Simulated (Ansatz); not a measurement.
A trace of molecular dynamics of AlClH₂ (4 atoms, charge 0, multiplicity 1).

All numbers below come from RKS PBE0-D4/cc-pVDZ in Ansatz.

| Item | Value |
| --- | --- |
| ensemble | NVT, Nosé–Hoover chain |
| set temperature | 2000 K |
| thermostat | time constant 100 fs, chain length 3 (defaults) |
| seed | 550163 |

| time (fs) | T (K) | potential energy less start (eV) | conserved less start (meV/atom) |
| --- | --- | --- | --- |
| 0 | 2000 | 0.000 | 0.00 |
| 5 | 1109 | 0.241 | 2.69 |
| 10 | 199 | 0.479 | 3.18 |
| 15 | 397 | 0.432 | 4.29 |
| 20 | 1577 | 0.115 | 0.41 |
| 25 | 1633 | 0.109 | 1.39 |
| 30 | 728 | 0.350 | 1.97 |
| 35 | 211 | 0.493 | 4.19 |
| 40 | 1316 | 0.202 | 1.68 |
| 45 | 1938 | 0.046 | 0.32 |
| 50 | 1031 | 0.301 | 3.02 |
| 55 | 80 | 0.556 | 4.42 |
| 60 | 688 | 0.398 | 3.74 |
| 65 | 2056 | 0.047 | 0.98 |
| 70 | 1835 | 0.125 | 1.09 |
| 75 | 311 | 0.546 | 5.04 |
| 80 | 476 | 0.504 | 4.60 |
| 85 | 2118 | 0.078 | -0.02 |
| 90 | 1928 | 0.166 | 2.48 |
| 95 | 857 | 0.463 | 2.90 |
| 100 | 81 | 0.686 | 7.06 |

Problem. Can this run be trusted? Judge the integration.

Solution. The conserved energy wandered by up to 7.1 meV per atom (net 7.1 meV per atom), which is poor conservation. The mean temperature of the second half is 47 % below the set value. A step of 2.5 fs is long for free X–H stretches (periods near 10 fs) and can bias their spread and the temperature. A run of 0.1 ps of so small a system gives no equilibrium averages. The time step was 2.5 fs.

The run took 40 s on 1 thread of Arm Neoverse V1 (shared host), peak memory 0.09 GiB.
